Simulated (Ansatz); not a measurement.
Mulliken charges of `[CH2]C#N` radical from r2SCAN/def2-TZVPP in Ansatz (PBE0-D4/def2-TZVP geometry).

```
atom   x (Å)   y (Å)   z (Å)  charge (e)
  C1  -0.304   0.342  -0.317      -0.056
  C2   0.458  -0.524   0.433      -0.117
  N3   1.103  -1.257   1.068      -0.077
  H4  -1.157  -0.027  -0.870       0.125
  H5  -0.050   1.392  -0.356       0.125
```

**Question.** By hand: the dipole of these point charges (1 e Å = 4.8032 D).

**Answer.** Σ q r = (-0.272, 0.310, -0.268) e Å, of length 0.492 e Å = 2.36 D.

**Question.** How does the dipole of the full density compare? (Best estimate.)

**Answer.** Computed: (-0.406, 0.461, -0.400) e Å, 3.52 D; the point charges give 0.67 times that, at 0° from its direction.

Point charges leave out the atoms' own dipoles, such as those of lone pairs, and Mulliken's split depends on the basis, so the two needn't agree.
